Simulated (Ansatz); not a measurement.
Base system: Ge in the diamond structure (space group Fd-3m, No. 227).

```
CELL_PARAMETERS angstrom
      0.00000     2.83808     2.83808
      2.83808     0.00000     2.83808
      2.83808     2.83808     0.00000
ATOMIC_POSITIONS crystal
  Ge 0.00000 0.00000 0.00000
  Ge 0.25000 0.25000 0.25000
```

The values are results of plane-wave PAW DFT at the PBEsol level (Ansatz, a program for electronic structure, 420 eV), without spin-orbit coupling, not measurements.

| level | band gap | lattice parameter a |
|---|---|---|
| PBEsol | zero | 5.676 Å |

Measured: band gap 0.792 eV (static lattice; corrected from measurement; as listed in Anna Miglio et al., npj Computational Materials (2020)); lattice parameter a 5.644 Å (static lattice; corrected from measurement; as listed in Daniel Mejia-Rodriguez, S. B. Trickey, Phys. Rev. B (2018)).

Computed minus measured — band gap: PBEsol -0.79 eV; lattice parameter a: PBEsol +0.6 %. A measured gap can be an optical one, lowered by exciton binding. Levels without spin-orbit coupling miss its lowering of the gap, often about a third of the valence-band splitting.

No phonon test of stability was made. The zero or small gap of Ge can change with the level of theory.
